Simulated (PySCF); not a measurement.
**Worked example: chemical shift, span and skew from a shielding tensor**

BF3, SMILES FB(F)F. Atoms are numbered in the order given.

```xyz
4

B      0.0000     0.0000     0.0000
F     -1.3156     0.0000     0.0000
F      0.6578     1.1394     0.0000
F      0.6578    -1.1394     0.0000
```

Coordinates come from a B3LYP-D3(BJ)/def2-TZVP optimisation. The isomer is the one that the SMILES or the coordinates give; other isomers of the formula were not compared.

GIAO shieldings from HF/pcSseg-2 in PySCF, non-relativistic, no solvent. The symmetric part of the tensor of F2 has the principal values 235.3, 391.0, 394.5 ppm. The same nucleus in CFCl3 has σ = 237.3 ppm at this level (PySCF, at its B3LYP-D3(BJ)/def2-TZVP geometry).

Work out the isotropic shielding, the ¹⁹F shift against CFCl3, the span and the skew.


σ(iso) = (σ11 + σ22 + σ33)/3 = 340.3 ppm. δ = σ(ref) − σ(iso) = 237.3 − (340.3) = -103.0 ppm.
Span Ω = σ33 − σ11 = 159.2 ppm. Skew κ = 3(σ(iso) − σ22)/Ω = -0.96. Tumbling in solution averages the tensor to δ; in a static solid the shielding alone would spread this spin-1/2 line over Ω.
